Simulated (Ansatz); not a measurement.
Cost against result

Saddle point of C2H5O, doublet (CH₂O ([CH2][O]) + CH₃ → C₂H₅O ([CH2][O][CH3]); bonds formed: O1–C3), PBE0-D4/def2-TZVP structure:

```csv
atom,x (Å),y (Å),z (Å)
O1,-0.4778,-0.7353,-0.2981
C2,-1.4649,-0.1001,0.1085
C3,1.3077,0.0496,-0.1156
H4,-1.8058,-0.1829,1.1503
H5,-1.9857,0.6192,-0.5397
H6,1.3699,0.1550,0.9590
H7,1.1890,0.9523,-0.6996
H8,1.8676,-0.7578,-0.5649
```

Barriers are electronic and count from the start structure reached by relaxing down the imaginary mode. Spin–orbit coupling is left out.

Program: Ansatz 0.2.0. Basis: as named in each row. Cores are frozen in the correlated methods; orbitals are unrestricted. B3LYP uses VWN-RPA correlation. Extrapolation: Hartree–Fock as exp(−7.88 √X), correlation as X^−2.97.

Times are rough, for one single point on 2 threads of a shared host (Intel Xeon 6975P-C).

The estimate by CCSD(T) at an estimated basis limit (MP2 extrapolated from triple and quadruple zeta, plus CCSD(T) − MP2 in triple zeta) is 0.798 eV.

```
      method       basis  time (s)  barrier (eV)  method less estimate
       SPW92  def2-TZVPP   under 1         0.120                -0.678
      PBE-D4  def2-TZVPP         1         0.385                -0.412
     BLYP-D4  def2-TZVPP         1         0.425                -0.373
    B3LYP-D4  def2-TZVPP         1         0.573                -0.225
     PBE0-D4  def2-TZVPP         2         0.574                -0.224
    BHLYP-D4  def2-TZVPP         2         0.772                -0.026
CAM-B3LYP-D4  def2-TZVPP         2         0.665                -0.132
   r2SCAN-D4  def2-TZVPP         2         0.487                -0.311
  r2SCAN0-D4  def2-TZVPP         2         0.616                -0.182
      B2PLYP  def2-TZVPP         2         0.739                -0.058
    PBE-QIDH  def2-TZVPP         3         0.822                 0.024
  RPA on PBE  def2-TZVPP         3         0.718                -0.080
      B97M-V  def2-TZVPP         4         0.562                -0.236
     wB97X-V  def2-TZVPP         4         0.717                -0.081
     wB97M-V  def2-TZVPP         4         0.718                -0.079
         MP2  def2-QZVPP         9         1.271                 0.474
     CCSD(T)  def2-TZVPP        35         0.801                 0.004
```

All methods are single points on the PBE0-D4 structures.

T1 diagnostic: at most 0.036. ⟨S²⟩ of the unrestricted Hartree–Fock references: 0.76 to 1.00 (a pure state has 0.75). The unrestricted reference is spin-contaminated, which hurts MP2 most.

Labels in which every atom is bracketed show which atoms are joined, not bond orders.
